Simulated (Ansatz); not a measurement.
**SiH₃O (doublet): the correlation ladder at a displaced geometry (v1), cc-pVDZ**

An exercise on one series of results from a longer session: the logs are not shown, and one member is left open.

The runs use Ansatz 0.2.0, Gaussian basis; cc-pVDZ, core rule «outside noble gas», up to 6 orbitals frozen.

Plan: UHF; CCSD(T) on ROHF; CCSD(T) on UHF; BCCD(T) on ROHF; CISD; CCSDT(Q) on ROHF; CCSDT(Q) on UHF.

23 further runs of the same task are left out: 3 for a known fault of the program, 9 that didn't finish, 11 set aside as unsound or not needed.

## What is computed

The geometry is a PBE0/def2-TZVP stationary point (not a proven minimum) with its atoms shifted at random (size 0.040 Å).

5 atoms, charge 0, spin multiplicity 2.

Atoms are counted from 1 here; the program's logs count them from 0.

Bond lengths: Si1–O2 1.669 Å, Si1–H3 1.533 Å, Si1–H4 1.485 Å, Si1–H5 1.505 Å. Angles: O2–Si1–H3 98.3°, O2–Si1–H4 111.9°, O2–Si1–H5 108.5°, H3–Si1–H4 112.5°, H3–Si1–H5 117.1°, H4–Si1–H5 108.1°.

Set-up of the first run:

File in.yaml:

```yaml
crystal:
  periodic: [false, false, false]
  atoms:
    - {symbol: Si, position_ang: [0.006616, 0.005053, 0.539795]}
    - {symbol: O, position_ang: [-0.020234, -0.011087, -1.128442]}
    - {symbol: H, position_ang: [1.525956, 0.048107, 0.736434]}
    - {symbol: H, position_ang: [-0.673271, 1.203356, 1.093127]}
    - {symbol: H, position_ang: [-0.715844, -1.216268, 1.041637]}
basis:
  gaussian: {orbitals: cc-pVDZ}
magnetization: {spin_polarized: true, initial_magnetization: 1}
hamiltonian: {xc: hf}
output: {orbitals: {seedname: orbitals}}
```

The run is started by

```bash
ansatz run in.yaml --threads 1 --pin off --events-out ev --progress --plain --max-ram 2393MiB
```

Steps of the session up to this table: UHF; CCSD(T) on ROHF; CCSD(T) on UHF; BCCD(T) on ROHF; CISD; CCSDT(Q) on ROHF; CCSDT(Q) on UHF.

One of the session's tables, all rows but one given; the rest of the session is left out.

```
   method  from UCCSDT(Q) (kcal/mol)
     ROHF                    +182.20
      UHF                    +179.73
     RMP2                     +26.99
     UMP2                     +26.94
     CISD                     +17.76
    RCCSD                          ?
    UCCSD                      +4.13
 RCCSD(T)                      +0.89
 UCCSD(T)                      +0.87
  BCCD(T)                      +0.84
   RCCSDT                      +0.30
   UCCSDT                      +0.28
RCCSDT(Q)                      +0.03
UCCSDT(Q)                          0
```

Q: Estimate the row for RCCSD from the others.

**Answer.** from UCCSDT(Q) (kcal/mol): +4.17. In the column «from UCCSDT(Q) (kcal/mol)» it lies between UCCSD (+4.13) and CISD (+17.76).

Caveats from the session: Restricted and unrestricted rows rest on different reference determinants; where their highest levels disagree by more than a few hundredths of an eV, they describe different states and don't form one ladder.
